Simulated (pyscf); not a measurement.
Optimised with ωB97X-D3(BJ)/def2-SVP in PySCF. Correlated levels are frozen-core, on RHF or UHF. ΔMP2 is the change of the MP2 total energy from the triple- to the quadruple-zeta basis.

**Question.** What is the homolytic dissociation enthalpy (298 K, CCSD(T)/def2-TZVPP + ΔMP2(QZVPP)) of the N–Si bond of H₂N–SiH(OH)–OH, to NH₂• + HO–SiH•–OH?

**Answer.** N–Si to NH₂• + HO–SiH•–OH: 113.9 kcal/mol. Other isomers of HO–SiH•–OH were not searched in full and may lie lower. The CCSD(T) − MP2 part came from Ansatz, without density fitting, on the same reference.
